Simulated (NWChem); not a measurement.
Molecule: NH, triplet; SMILES [NH]

Computed with NWChem. Spin-unrestricted. All runs use the structure optimised with PBE0-D3(BJ)/def2-TZVP, spin-unrestricted. No stability test was run on the SCF state. Level PBE0/def2-SVP: single points from the atomic guess with DIIS by default; each run changes one setting, and all converged runs end within 0.3 mHa of each other. NWChem's automatic level shift, which a small gap switches on, acted in some of these runs.

Q: Which setting needs the most SCF iterations, or fails (defaults; core-Hamiltonian guess; DIIS on 20 Fock matrices; no level shifting; no DIIS, 40 % damping)?

A: core-Hamiltonian guess, with 17 against 7 for the defaults.
```json
[
 {"setting": "defaults", "SCF iterations": "7"},
 {"setting": "core-Hamiltonian guess", "SCF iterations": "17"},
 {"setting": "no level shifting", "SCF iterations": "7"},
 {"setting": "DIIS on 20 Fock matrices", "SCF iterations": "7"},
 {"setting": "no DIIS, 40 % damping", "SCF iterations": "13"}
]
```
